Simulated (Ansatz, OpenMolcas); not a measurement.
Worked example: vertical ionisation energy of BH3O2 (SMILES OBO)

The species is BH3O2 (6 atoms), meant as a singlet with charge 0. As SMILES, `OBO`. Geometry: relaxed at PBE0-D4/def2-TZVP. This is one conformer, not always the lowest.

Both states at this one shape; open shells run unrestricted unless said. 1 Eh = 27.2114 eV.

```
           level     program  singlet BH3O2 (Eh)  doublet [BH3O2]+ (Eh)  HOMO of the first (eV)
revPBE/def2-TZVP      Ansatz         -177.219053            -176.801693                   -7.47
  TPSS/def2-TZVP  OpenMolcas         -177.298147            -176.877150                   -7.69
 B3LYP/def2-TZVP      Ansatz         -177.288011            -176.852312                   -8.94
```

**Question.** Work out the vertical ionisation energy at each level.

**Answer.** 
1. revPBE/def2-TZVP: -176.801693 − (-177.219053) = 0.417360 Eh = 11.36 eV; −ε(HOMO) = 7.47 eV.
2. TPSS/def2-TZVP: -176.877150 − (-177.298147) = 0.420997 Eh = 11.46 eV; −ε(HOMO) = 7.69 eV.
3. B3LYP/def2-TZVP: -176.852312 − (-177.288011) = 0.435699 Eh = 11.86 eV; −ε(HOMO) = 8.94 eV.

No measured value is set beside it here; the levels span 11.36 to 11.86 eV. In semi-local functionals −ε(HOMO) lies far under the ionisation energy, a result of self-interaction, while the difference of totals does much better.
